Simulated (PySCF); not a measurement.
Gas-phase reaction: trisilylamine + HSiNH2 ⇌ 4 SiH2 + 2 NH2

Method: PySCF energies plus ideal-gas RRHO corrections (1 bar). † marks an energy on the PBE0/def2-TZVP geometry and frequencies; other levels use their own. MP2 freezes the core. Open shells (unrestricted): NH2 (multiplicity 2); the rest are closed-shell singlets. HSiNH2: computed as isolated molecules; such fragments, hydroxides, amides, oligomers or adducts are transient or little studied in the gas. MP2 isn't extrapolated to the basis-set limit.

```
level               ΔH°(298 K), kJ
------------------  --------------
BLYP/def2-TZVP†               1292
HF/def2-TZVP†                    …
M06-2X/def2-TZVP†             1440
MP2/def2-TZVPP†               1493
PBE/def2-SVP                     …
PBE/def2-TZVP†                   …
LDA/def2-TZVP†                   …
ωB97X-V/def2-TZVP†            1445
```

Task: Complete the blanks.

Result: 
- HF/def2-TZVP†, ΔH°(298 K), kJ: 1202
- PBE/def2-SVP, ΔH°(298 K), kJ: 1395
- PBE/def2-TZVP†, ΔH°(298 K), kJ: 1389
- LDA/def2-TZVP†, ΔH°(298 K), kJ: 1609
